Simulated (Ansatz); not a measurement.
Process, species as SMILES: O (H2O) → [OH] (OH) + H atom
B3LYP-D3(BJ)/def2-TZVP geometries, fixed; electronic energies without zero-point terms.
Largest species:
```
O
H 1 0.9627
H 1 0.9627 2 105.24
```
Charge 0, spin multiplicity 1.

How fast the bond dissociation energy converges with the basis for several methods (Ansatz, a first-principles code): deviation from each method's own reference, in kcal/mol. References: B3LYP 122.88 kcal/mol, the value in aug-cc-pV5Z; CCSD(T) 125.86 kcal/mol, Hartree-Fock in aug-cc-pVQZ plus the correlation part extrapolated as X^-3 from aug-cc-pVTZ and aug-cc-pVQZ; HF 87.49 kcal/mol, the value in pcseg-4; MP2 129.90 kcal/mol, Hartree-Fock in aug-cc-pVQZ plus the correlation part extrapolated as X^-3 from aug-cc-pVTZ and aug-cc-pVQZ; PBE 124.43 kcal/mol, the value in aug-cc-pV5Z; wB97M-V 124.47 kcal/mol, the value in aug-cc-pV5Z. Cartesian d functions, on some or all atoms, in 6-31+G*; all else is spherical. In correlated methods cores are frozen. Open shells are unrestricted. No added dispersion term, no relativity. Functionals ending in -V hold VV10 correlation. 

```json
[
 {"basis": "STO-3G", "functions": "7", "B3LYP": "-5.83", "CCSD(T)": "-26.39", "HF": "-3.72", "MP2": "-33.75", "PBE": "-5.98", "wB97M-V": "[?]"},
 {"basis": "3-21G", "functions": "13", "B3LYP": "-14.34", "CCSD(T)": "-28.71", "HF": "-12.59", "MP2": "-32.27", "PBE": "-13.98", "wB97M-V": "[?]"},
 {"basis": "pcseg-0", "functions": "13", "B3LYP": "-16.81", "CCSD(T)": "-30.16", "HF": "-13.81", "MP2": "-33.33", "PBE": "-16.80", "wB97M-V": "[?]"},
 {"basis": "6-31+G*", "functions": "23", "B3LYP": "-4.43", "CCSD(T)": "-15.52", "HF": "-4.28", "MP2": "-15.83", "PBE": "-4.18", "wB97M-V": "[?]"},
 {"basis": "def2-TZVP", "functions": "43", "B3LYP": "-1.95", "CCSD(T)": "-6.57", "HF": "-1.57", "MP2": "-7.13", "PBE": "-1.89", "wB97M-V": "[?]"},
 {"basis": "jun-cc-pV(T+d)Z", "functions": "67", "B3LYP": "-0.28", "CCSD(T)": "-2.63", "HF": "-0.19", "MP2": "-3.01", "PBE": "-0.17", "wB97M-V": "[?]"},
 {"basis": "def2-QZVPPD", "functions": "132", "B3LYP": "-0.05", "CCSD(T)": "-0.98", "HF": "-0.07", "MP2": "-1.15", "PBE": "-0.03", "wB97M-V": "[?]"},
 {"basis": "aug-pcseg-3", "functions": "183", "B3LYP": "0.02", "CCSD(T)": "-0.73", "HF": "0.08", "MP2": "-0.87", "PBE": "0.03", "wB97M-V": "[?]"}
]
```

Task: What belongs in the gaps?

Result: 
- STO-3G, wB97M-V: -1.94
- 3-21G, wB97M-V: -12.08
- pcseg-0, wB97M-V: -15.91
- 6-31+G*, wB97M-V: -3.28
- def2-TZVP, wB97M-V: -1.83
- jun-cc-pV(T+d)Z, wB97M-V: -0.20
- def2-QZVPPD, wB97M-V: -0.04
- aug-pcseg-3, wB97M-V: 0.05

Mean absolute deviation over def2-TZVP, jun-cc-pV(T+d)Z: HF 0.88, wB97M-V 1.01, PBE 1.03, B3LYP 1.12, CCSD(T) 4.60, MP2 5.07 kcal/mol.
